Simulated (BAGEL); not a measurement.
**BSiH5 (SMILES B[SiH3]), step by step**

Aim: the energy (HF/def2-SVP), then a single-point energy (NEVPT2(2,2)/def2-SVP), then the energy (CASPT2(2,2)/def2-SVP) of BSiH5. 

The results are computed with BAGEL 1.2.2.

1 further run of the same task is left out (set aside as unsound or not needed).

### Step 1. The system as given

The species is BSiH5 (7 atoms), meant as a singlet with charge 0. SMILES: `B[SiH3]`. The Si2–H5 distance was set to 1.716 Å, away from the relaxed value.

Bond lengths: B1–Si2 2.010 Å, B1–H3 1.196 Å, B1–H4 1.195 Å, Si2–H6 1.492 Å, Si2–H7 1.487 Å. Angles: B1–Si2–H6 108.8°, B1–Si2–H7 115.1°, Si2–B1–H3 118.9°, Si2–B1–H4 123.6°, H6–Si2–H7 108.3°, H3–B1–H4 117.5°. A long bond or contact: Si2–H5 1.716 Å.

### Step 2. A single-point energy at HF/def2-SVP (density fitting with svp-jkfit) (run 1)

File input.json:

```json
{ "bagel" : [

{
  "title" : "molecule",
  "basis" : "svp",
  "df_basis" : "svp-jkfit",
  "angstrom" : false,
  "geometry" : [
    { "atom" : "B", "xyz" : [     0.11820804,    -2.33420861,     0.74849028 ] },
    { "atom" : "Si", "xyz" : [     0.36821880,     1.39667768,     0.08179491 ] },
    { "atom" : "H", "xyz" : [    -1.92798741,    -3.28209523,     0.91062878 ] },
    { "atom" : "H", "xyz" : [     1.91269197,    -3.68252820,     0.99623338 ] },
    { "atom" : "H", "xyz" : [    -1.16407129,     2.06622654,    -2.69701713 ] },
    { "atom" : "H", "xyz" : [    -0.97858900,     2.77882337,     2.13800590 ] },
    { "atom" : "H", "xyz" : [     2.98624538,     2.40484657,    -0.09017017 ] }
  ]
},

{
  "title" : "hf"
},

{
  "title" : "print",
  "file" : "orbitals.molden",
  "orbitals" : true
}

]}
```

The run is started by

```
$ BAGEL_NUM_THREADS=1 BAGEL input.json > input.out
```

The log of the run:

```text
* using 1 threads per process

  ===============================================================
  ===============================================================

  *** Geometry ***

  { "atom" : "B", "xyz" : [      0.118208,     -2.334209,      0.748490 ] },
  { "atom" : "Si", "xyz" : [      0.368219,      1.396678,      0.081795 ] },
  { "atom" : "H", "xyz" : [     -1.927987,     -3.282095,      0.910629 ] },
  { "atom" : "H", "xyz" : [      1.912692,     -3.682528,      0.996233 ] },
  { "atom" : "H", "xyz" : [     -1.164071,      2.066227,     -2.697017 ] },
  { "atom" : "H", "xyz" : [     -0.978589,      2.778823,      2.138006 ] },
  { "atom" : "H", "xyz" : [      2.986245,      2.404847,     -0.090170 ] },

  Number of auxiliary basis functions:      293

  Since a DF basis is specified, we compute 2- and 3-index integrals:
    o Being stored without compression. Storage requirement is 0.008 GB

  Number of basis functions:       57
  Number of electrons      :       24

    * METHOD: MOLECULE                             0.06

  *** RHF ***

  === Nuclear Repulsion ===
    46.8218326555

      * DIIS with orbital gradients will be used.

  === RHF iteration (svp) ===
      0       -316.30999921          0.01096042           0.01
      1       -316.35245730          0.00307832           0.01
      2       -316.35628600          0.00071249           0.01
      3       -316.35647563          0.00012388           0.01
      4       -316.35648471          0.00002117           0.01
      5       -316.35648500          0.00000418           0.01
      6       -316.35648501          0.00000101           0.01
      7       -316.35648501          0.00000040           0.01
      8       -316.35648501          0.00000015           0.01
      9       -316.35648501          0.00000004           0.01
     10       -316.35648501          0.00000001           0.01
    * SCF iteration converged.

    * Permanent dipole moment:
           (   -0.095232,     0.267534,    -0.177997) a.u.

    * METHOD: HF                                   0.14

    * METHOD: PRINT                                0.01

  ===============================================================
```

Run time: 0.42 s. Hardware: 1 thread of Intel Xeon Platinum 8488C (Sapphire Rapids), shared host; peak memory 0.15 GiB.

### Step 3. The energy at NEVPT2(2,2)/def2-SVP (density fitting with svp-jkfit) (run 2)

File calc.json:

```json
{ "bagel": [

{
  "title": "molecule",
  "basis": "svp",
  "df_basis": "svp-jkfit",
  "geometry": [
    { "atom": "B", "xyz": [     0.11820804,    -2.33420861,     0.74849028 ] },
    { "atom": "Si", "xyz": [     0.36821880,     1.39667768,     0.08179491 ] },
    { "atom": "H", "xyz": [    -1.92798741,    -3.28209523,     0.91062878 ] },
    { "atom": "H", "xyz": [     1.91269197,    -3.68252820,     0.99623338 ] },
    { "atom": "H", "xyz": [    -1.16407129,     2.06622654,    -2.69701713 ] },
    { "atom": "H", "xyz": [    -0.97858900,     2.77882337,     2.13800590 ] },
    { "atom": "H", "xyz": [     2.98624538,     2.40484657,    -0.09017017 ] }
  ]
},

{ "title": "hf" },

{ "title": "nevpt2", "nstate": 1, "nact": 2, "nclosed": 11, "active": [11, 14], "maxiter": 200, "natocc": true, "ncore": 6 },

{ "title": "print", "file": "orbitals.molden", "orbitals": true }

]}
```

The run is started by

```
$ BAGEL_NUM_THREADS=1 BAGEL calc.json > calc.out
```

The log of the run:

```text
* using 1 threads per process

  ===============================================================
  ===============================================================

  *** Geometry ***

  { "atom" : "B", "xyz" : [      0.118208,     -2.334209,      0.748490 ] },
  { "atom" : "Si", "xyz" : [      0.368219,      1.396678,      0.081795 ] },
  { "atom" : "H", "xyz" : [     -1.927987,     -3.282095,      0.910629 ] },
  { "atom" : "H", "xyz" : [      1.912692,     -3.682528,      0.996233 ] },
  { "atom" : "H", "xyz" : [     -1.164071,      2.066227,     -2.697017 ] },
  { "atom" : "H", "xyz" : [     -0.978589,      2.778823,      2.138006 ] },
  { "atom" : "H", "xyz" : [      2.986245,      2.404847,     -0.090170 ] },

  Number of auxiliary basis functions:      293

  Since a DF basis is specified, we compute 2- and 3-index integrals:
    o Being stored without compression. Storage requirement is 0.008 GB

  Number of basis functions:       57
  Number of electrons      :       24

    * METHOD: MOLECULE                             0.06

  *** RHF ***

  === Nuclear Repulsion ===
    46.8218326555

      * DIIS with orbital gradients will be used.

  === RHF iteration (svp) ===
      0       -316.30999921          0.01096042           0.01
      1       -316.35245730          0.00307832           0.01
      2       -316.35628600          0.00071249           0.01
      3       -316.35647563          0.00012388           0.01
      4       -316.35648471          0.00002117           0.01
      5       -316.35648500          0.00000418           0.01
      6       -316.35648501          0.00000101           0.01
      7       -316.35648501          0.00000040           0.01
      8       -316.35648501          0.00000015           0.01
      9       -316.35648501          0.00000004           0.01
     10       -316.35648501          0.00000001           0.01
    * SCF iteration converged.

    * Permanent dipole moment:
           (   -0.095232,     0.267534,    -0.177997) a.u.

    * METHOD: HF                                   0.14

    * freezing 6 orbitals
  ---------------------------
      CASSCF calculation
  ---------------------------

    ==== Active orbitals : =====
         Orbital 11
         Orbital 14
    ============================

    * nstate   :      1
    * nclosed  :     11
    * nact     :      2
    * nvirt    :     44
  === CASSCF iteration (svp) ===

    * Using the second-order algorithm

      0  0      -316.35742939     2.90e-04      0.01

      1  0      -316.36418127     1.21e-03      0.06

      2  0      -316.37039802     1.81e-03      0.06

      3  0      -316.37392692     3.23e-04      0.07

      4  0      -316.37404958     1.11e-04      0.06

      5  0      -316.37405365     3.27e-05      0.07

      6  0      -316.37405387     8.89e-06      0.06

      7  0      -316.37405388     2.33e-06      0.07

      8  0      -316.37405388     5.99e-07      0.07

      9  0      -316.37405388     1.53e-07      0.07

     10  0      -316.37405388     3.91e-08      0.06

     11  0      -316.37405388     9.96e-09      0.06

    * Second-order optimization converged. *

     guess   0:   closed 1.                   open ..

  === FCI iteration ===

      0  0      -316.35614502     6.84e-02      0.00
      1  0      -316.37404506     1.20e-03      0.00
      2  0 *    -316.37405388     4.48e-16      0.00

     * ci vector, state   0, <S^2> = 0.0000
       2.     0.9915484530
       .2    -0.1297369084

  === DF-NEVPT2 calculation ===

    * 3-index integral transformation done
    * assembly done

      NEVPT2 correlation energy:   -0.1728514527      0.04

          (+0)     -0.1436729423
          (+0)'    -0.0038614296
          (+1)     -0.0036271163
          (+1)'    -0.0000000000
          (+2)     -0.0001794510
          (-1)     -0.0134362680
          (-1)'     0.0000000000
          (-2)     -0.0080742453

      NEVPT2 total energy:       -316.5469053365

    * METHOD: NEVPT2                               0.80

    * METHOD: PRINT                                0.01

  ===============================================================
```

Run time: 1.2 s. Hardware: 1 thread of Intel Xeon Platinum 8488C (Sapphire Rapids), shared host; peak memory 0.15 GiB.

### Step 4. A single-point energy at CASPT2(2,2)/def2-SVP (density fitting with svp-jkfit) (run 3)

File job.json:

```json
{ "bagel": [

{
  "title": "molecule",
  "basis": "svp",
  "df_basis": "svp-jkfit",
  "angstrom": false,
  "geometry": [
    { "atom": "B", "xyz": [  0.11820804, -2.33420861,  0.74849028 ] },
    { "atom": "Si", "xyz": [  0.36821880,  1.39667768,  0.08179491 ] },
    { "atom": "H", "xyz": [ -1.92798741, -3.28209523,  0.91062878 ] },
    { "atom": "H", "xyz": [  1.91269197, -3.68252820,  0.99623338 ] },
    { "atom": "H", "xyz": [ -1.16407129,  2.06622654, -2.69701713 ] },
    { "atom": "H", "xyz": [ -0.97858900,  2.77882337,  2.13800590 ] },
    { "atom": "H", "xyz": [  2.98624538,  2.40484657, -0.09017017 ] }
  ]
},
{ "title": "hf" },
{ "title": "casscf", "nstate": 1, "nact": 2, "nclosed": 11, "active": [11, 14], "maxiter": 200, "natocc": true },
{ "title": "print", "file": "orbitals.molden", "orbitals": true },
{ "title": "smith", "method": "caspt2", "ms": true, "xms": true, "sssr": true, "shift": 0.2, "shift_imag": true, "ncore": 6 }

]}
```

The run is started by

```
$ BAGEL_NUM_THREADS=1 BAGEL job.json > job.out
```

The log of the run:

```text
* using 1 threads per process

  ===============================================================
  ===============================================================

  *** Geometry ***

  { "atom" : "B", "xyz" : [      0.118208,     -2.334209,      0.748490 ] },
  { "atom" : "Si", "xyz" : [      0.368219,      1.396678,      0.081795 ] },
  { "atom" : "H", "xyz" : [     -1.927987,     -3.282095,      0.910629 ] },
  { "atom" : "H", "xyz" : [      1.912692,     -3.682528,      0.996233 ] },
  { "atom" : "H", "xyz" : [     -1.164071,      2.066227,     -2.697017 ] },
  { "atom" : "H", "xyz" : [     -0.978589,      2.778823,      2.138006 ] },
  { "atom" : "H", "xyz" : [      2.986245,      2.404847,     -0.090170 ] },

  Number of auxiliary basis functions:      293

  Since a DF basis is specified, we compute 2- and 3-index integrals:
    o Being stored without compression. Storage requirement is 0.008 GB

  Number of basis functions:       57
  Number of electrons      :       24

    * METHOD: MOLECULE                             0.07

  *** RHF ***

  === Nuclear Repulsion ===
    46.8218326555

      * DIIS with orbital gradients will be used.

  === RHF iteration (svp) ===
      0       -316.30999921          0.01096042           0.01
      1       -316.35245730          0.00307832           0.01
      2       -316.35628600          0.00071249           0.01
      3       -316.35647563          0.00012388           0.01
      4       -316.35648471          0.00002117           0.01
      5       -316.35648500          0.00000418           0.01
      6       -316.35648501          0.00000101           0.01
      7       -316.35648501          0.00000040           0.01
      8       -316.35648501          0.00000015           0.01
      9       -316.35648501          0.00000004           0.01
     10       -316.35648501          0.00000001           0.01
    * SCF iteration converged.

    * Permanent dipole moment:
           (   -0.095232,     0.267534,    -0.177997) a.u.

    * METHOD: HF                                   0.14

  ---------------------------
      CASSCF calculation
  ---------------------------

    ==== Active orbitals : =====
         Orbital 11
         Orbital 14
    ============================

    * nstate   :      1
    * nclosed  :     11
    * nact     :      2
    * nvirt    :     44
  === CASSCF iteration (svp) ===

    * Using the second-order algorithm

      0  0      -316.35742939     2.90e-04      0.01

      1  0      -316.36418127     1.21e-03      0.07

      2  0      -316.37039802     1.81e-03      0.06

      3  0      -316.37392692     3.23e-04      0.06

      4  0      -316.37404958     1.11e-04      0.06

      5  0      -316.37405365     3.27e-05      0.07

      6  0      -316.37405387     8.89e-06      0.06

      7  0      -316.37405388     2.33e-06      0.07

      8  0      -316.37405388     5.99e-07      0.07

      9  0      -316.37405388     1.53e-07      0.07

     10  0      -316.37405388     3.91e-08      0.06

     11  0      -316.37405388     9.96e-09      0.05

    * Second-order optimization converged. *

     guess   0:   closed 1.                   open ..

  === FCI iteration ===

      0  0      -316.35614502     6.84e-02      0.00
      1  0      -316.37404506     1.20e-03      0.00
      2  0 *    -316.37405388     4.48e-16      0.00

     * ci vector, state   0, <S^2> = 0.0000
       2.     0.9915484530
       .2    -0.1297369084

    * METHOD: CASSCF                               0.71

    * METHOD: PRINT                                0.01

  === SMITH program ===

    * freezing 6 orbitals

    * Approximate memory requirement for SMITH calulation per MPI process:
      o Storage requirement for T-amplitude, lambda, and residual is 0.00 GB
      o Storage requirement for MO integrals is 0.00 GB
    * Calculating and saving rdm4f

    * Zeroth order energy : state  0       -0.8900824774

    * CASPT2 iteration is performed using orthogonal basis

      -------------------------------------------  CASPT2 iteration  ---------------------------------------------------
       #      aibj      arbs      arbi      airj      risj      airs      arst      rist         Etot      error   time
      ------------------------------------------------------------------------------------------------------------------

       0  -0.14317  -0.00975  -0.01370  -0.00406  -0.00027  -0.00336  -0.00000  -0.00000   -0.1743059  0.0015665   0.02
       1  -0.14332  -0.00979  -0.01376  -0.00418  -0.00030  -0.00348   0.00000  -0.00000   -0.1748339  0.0003268   0.01
       2  -0.14333  -0.00979  -0.01376  -0.00419  -0.00030  -0.00348  -0.00000  -0.00000   -0.1748570  0.0000807   0.01
       3  -0.14333  -0.00979  -0.01377  -0.00419  -0.00031  -0.00348  -0.00000  -0.00000   -0.1748582  0.0000177   0.02
       4  -0.14333  -0.00979  -0.01377  -0.00419  -0.00031  -0.00348   0.00000  -0.00000   -0.1748582  0.0000033   0.02
       5  -0.14333  -0.00979  -0.01377  -0.00419  -0.00031  -0.00348  -0.00000  -0.00000   -0.1748582  0.0000006   0.02

      ------------------------------------------------------------------------------------------------------------------

    * CASPT2 energy : state  0     -316.5503278548
        w/o shift correction       -316.5489121130
        reference weight              0.9308963953

    * METHOD: SMITH                                0.13

  ===============================================================
```

Wall time 1.3 s (1 thread of Intel Xeon Platinum 8488C (Sapphire Rapids), shared host); peak memory 0.15 GiB.

### Step 5. Summary of results

| quantity | value |
| --- | --- |
| run 1, HF/def2-SVP: total energy | -316.35649 Eh |
| run 1, HF/def2-SVP: dipole moment | 0.85 D |
| run 1, HF/def2-SVP: HOMO energy | -11.44 eV |
| run 1, HF/def2-SVP: LUMO energy | 1.11 eV |
| run 1, HF/def2-SVP: HOMO–LUMO gap | 12.55 eV |
| run 2, NEVPT2(2,2)/def2-SVP: total energy | -316.54691 Eh |
| run 3, CASPT2(2,2)/def2-SVP: total energy | -316.55033 Eh |
